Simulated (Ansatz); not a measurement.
# CHNS: vertical ionisation energy

The task here is to estimate one member of a computed series from the others.

Program: Ansatz 0.2.0, Gaussian basis. Level of theory: unrestricted cation, the program's frozen cores in correlated methods. These are calculated values, not measurements.

Levels to be run: UKS PBE-D4/def2-TZVPP; UKS r2SCAN-D4/def2-TZVPP; UKS PBE0-D4/def2-TZVPP; UKS B3LYP-D4/def2-TZVPP; UKS wB97X-V/def2-TZVPP; UKS wB97M-V/def2-TZVPP; UKS B2PLYP/def2-TZVPP; UHF-CCSD(T)/def2-TZVPP; UHF-CCSD(T)/def2-QZVPP; extrapolation to the limit; then −ε(HOMO) from the neutral's earlier runs with LDA (SPW92), PBE-D4, revPBE-D4, BLYP-D4, r2SCAN-D4, B97M-V, PBE0-D4, B3LYP-D4, r2SCANh-D4, r2SCAN0-D4, HSE06-D4, BHLYP-D4, CAM-B3LYP-D4, LC-ωPBE, ωB97X-V, ωB97M-V.

### The relaxed structure

The geometry comes from an earlier relaxation with PBE0-D4 in a triple-zeta def2 set; it is a stationary point.

SMILES `N=C=S`, 4 atoms, charge 0, spin multiplicity 1.

Atoms are counted from 1 here; the program's logs count them from 0.

Bond lengths: N1–C2 1.197 Å, N1–H4 1.004 Å, C2–S3 1.563 Å. Angles: C2–N1–H4 132.5°, N1–C2–S3 174.4°.

Geometry (Å):

```mol
CHNS
  3D, bonds by distance, orders not assigned

  4  3  0  0  0  0  0  0  0  0999 V2000
   -0.2521    0.6362   -0.4721 N   0  0
    0.3068   -0.2049    0.1713 C   0  0
    1.1665   -1.2348    0.9740 S   0  0
   -1.2212    0.8035   -0.6732 H   0  0
  1  2  8  0
  2  3  8  0
  1  4  8  0
M  END
```

The first run:

Contents of in.yaml:

```yaml
crystal:
  periodic: [false, false, false]
  atoms:
    - {symbol: N, position_ang: [-0.252146, 0.636187, -0.472101]}
    - {symbol: C, position_ang: [0.306796, -0.204888, 0.171285]}
    - {symbol: S, position_ang: [1.166543, -1.234764, 0.974044]}
    - {symbol: H, position_ang: [-1.221193, 0.803455, -0.673219]}
basis:
  gaussian: {orbitals: def2-TZVPP}
total_charge: 1
magnetization: {spin_polarized: true, initial_magnetization: 1}
hamiltonian: {xc: pbe, dispersion: d4}
```

Started as:

```
> ansatz run in.yaml --threads 2 --pin off --events-out ev --progress --plain --max-ram 32768MiB --backend cpu
```

Among the steps run: Cation, UKS PBE-D4/def2-TZVPP; Cation, UKS r2SCAN-D4/def2-TZVPP; Cation, UKS PBE0-D4/def2-TZVPP; Cation, UKS B3LYP-D4/def2-TZVPP; Cation, UKS wB97X-V/def2-TZVPP; Cation, UKS wB97M-V/def2-TZVPP; Cation, UKS B2PLYP (frozen core)/def2-TZVPP; Cation, UHF-CCSD(T)/def2-TZVPP; Cation, UHF-CCSD(T)/def2-QZVPP.

One of the session's tables, all rows but one given; the rest of the session is left out.

It belongs to the step «Ionisation energies side by side». Orbital estimates, from the neutral's runs:

```
  functional  −ε(HOMO) (eV)
 LDA (SPW92)           6.57
      PBE-D4           6.41
   revPBE-D4           6.36
     BLYP-D4           6.24
   r2SCAN-D4           6.67
      B97M-V           6.67
     PBE0-D4           7.57
    B3LYP-D4           7.33
  r2SCANh-D4           7.10
  r2SCAN0-D4           7.75
    HSE06-D4           7.17
    BHLYP-D4           8.57
CAM-B3LYP-D4           8.81
     LC-ωPBE          10.14
     ωB97X-V           9.79
     ωB97M-V              ?
```

Q: Estimate the row for ωB97M-V from the others.

The run gave: −ε(HOMO) (eV): 9.62. In the column «−ε(HOMO) (eV)» it lies between CAM-B3LYP-D4 (8.81) and ωB97X-V (9.79).

Caveats from the session: The cation may have settled in a state other than its lowest; no search over hole states beyond the program's own was made.
